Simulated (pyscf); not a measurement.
**`[CH]=[CH2]`, doublet**

Gas-phase minimum from PySCF at ωB97X-D3(BJ)/def2-SVP, one conformer. Other isomers of •HC=CH₂ were not searched in full and may lie lower. 

SMILES: [CH]=C
```xyz
5

C      0.7923     0.5841     0.2238
C      0.1805     0.0984    -0.8308
H      0.5320     1.1350     1.1306
H     -0.9081     0.2064    -0.9677
H      0.7208    -0.4363    -1.6235
```
Charge 0, spin multiplicity 2.

Bonded distances (Å): C1–C2 1.312, C1–H3 1.092, C2–H4 1.102, C2–H5 1.098. Angles (°): C2–C1–H3 137.9, C1–C2–H4 121.6, C1–C2–H5 122.1, H4–C2–H5 116.3.

Properties at ωB97X-D3(BJ)/def2-SVP:

| Item | Result |
|---|---|
| Harmonic wavenumbers, unscaled | 707, 847, 932, 1042, 1371, 1693, 3098, 3200, 3269 cm⁻¹ |
| Zero-point energy | 23.1 kcal/mol |
| Rotational symmetry number | 1 |
| Entropy of this conformer at 298 K and 1 atm, rigid rotor and harmonic oscillator, modes under 100 cm⁻¹ raised to 100 | 233.7 J/(mol K) |
| Dipole moment | 0.70 D |
| Spin expectation value S2 | 0.762 |

Single-point totals, which compare only within one level (frozen core for MP2 and CC):

| level | total energy (hartree) |
|---|---|
| ωB97X-D3(BJ)/def2-TZVP | -77.96587 |
| PBE/def2-TZVP | -77.81981 |
| r²SCAN/def2-TZVP | -77.88190 |
| B3LYP-D3(BJ)/def2-TZVP | -77.93985 |
| PBE0-D3(BJ)/def2-TZVP | -77.83079 |
| M06-2X/def2-TZVP | -77.88786 |
| ωB97M-D3(BJ)/def2-TZVP | -77.94827 |
| UHF/def2-TZVPP | -77.42162 |
| MP2/def2-TZVPP | -77.70510 |
| CCSD/def2-TZVPP | -77.73957 |
| CCSD(T)/def2-TZVPP | -77.75324 |

The CCSD(T) − MP2 part came from Ansatz, without density fitting, on the same reference. A UHF reference is spin-contaminated (<S²> up to 0.96), which harms MP2 most.
